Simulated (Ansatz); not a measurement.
**Question.** Name a neutral molecule of C, Mg and H with vertical ionisation energy (CCSD(T)/def2-TZVPP) between 8.55 and 8.85 eV and size of the dipole moment (PBE/def2-TZVPP) between 0.55 and 0.85 D (Ansatz, PBE0-D4/def2-TZVP geometry).

**Answer.** `C[CH2][MgH]` (8.58 eV, 0.61 D). Other molecules can fit too; these were computed, each in one conformer that needn't be the lowest.
